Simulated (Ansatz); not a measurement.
Ideal-gas functions of CH$_{5}$NSi (`C[Si]N`) at 298.15 K and 1 bar, from an Ansatz frequency run at PBE0-D4/def2-TZVP.

Molar mass 59.14 g/mol, point group C1 (symmetry number 1), electronic degeneracy 1, moments of inertia 25.587, 67.089, 89.578 u Å². Harmonic wavenumbers (cm⁻¹, unscaled): 41, 285, 496, 552, 640, 701, 720, 834, 886, 1250, 1427, 1445, 1584, 3018, 3095, 3122, 3564, 3676.

Use S(trans) = R[1.5 ln M + 2.5 ln T − 1.1517]; rotational temperatures θ = 24.2544 K / I; S(rot) = R[ln(√π/σ · √(T³/θAθBθC)) + 1.5]; for each mode x = 1.438777 ν̃/T, S = R[x/(eˣ − 1) − ln(1 − e⁻ˣ)] and H = RT x/(eˣ − 1); 1 cm⁻¹ = 0.0119627 kJ/mol; R = 8.31446 J/(mol·K).

Question: By hand: the entropy, in J/(mol·K).

Answer: Translation 159.7. Rotation: θ = 0.9479, 0.3615, 0.2708 K, giving 98.2. Vibration, mode by mode: 21.80, 6.29, 2.80, 2.26, 1.61, 1.28, 1.19, 0.76, 0.62, 0.14, 0.07, 0.06, 0.03, 0.00, 0.00, 0.00, 0.00, 0.00, in all 38.9. Electronic 0.0. Sum 296.8 J/(mol·K).

Question: By hand: H − E and G − E in kJ/mol, counted from the electronic energy.

Answer: Zero-point energy ½ × 27336 × 0.0119627 = 163.5; thermal vibration 5.8; translation, rotation and pV give 4 RT = 9.9. H − E = 179.2 kJ/mol, and G − E = 179.2 − 298.15 × 296.8/1000 = 90.7 kJ/mol.

Vibration gives 13 % of the entropy, 21.8 J/(mol·K) of it from the mode under 150 cm⁻¹: soft modes count most, and the harmonic formula is weakest for them. The sum counts one conformer and one mirror image; others add a mixing term.
